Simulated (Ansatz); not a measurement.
# Energy of Zn (space group No. 223) less that of hcp Zn, by level of theory

No measured value is used here.

```tsv
level (code)	value (meV/atom)
PBE (Ansatz)	___
PBEsol (Ansatz)	39
PBE-D3(BJ) (Ansatz)	38
```

Q: Some entries are withheld; supply them.

A: 
- PBE (Ansatz, an electronic-structure program), value (meV/atom): 33

Each level is taken at its own relaxed cell. Ansatz's density-functional and Hartree–Fock values are scalar-relativistic unless marked +SOC, with PAW data made under PBE.
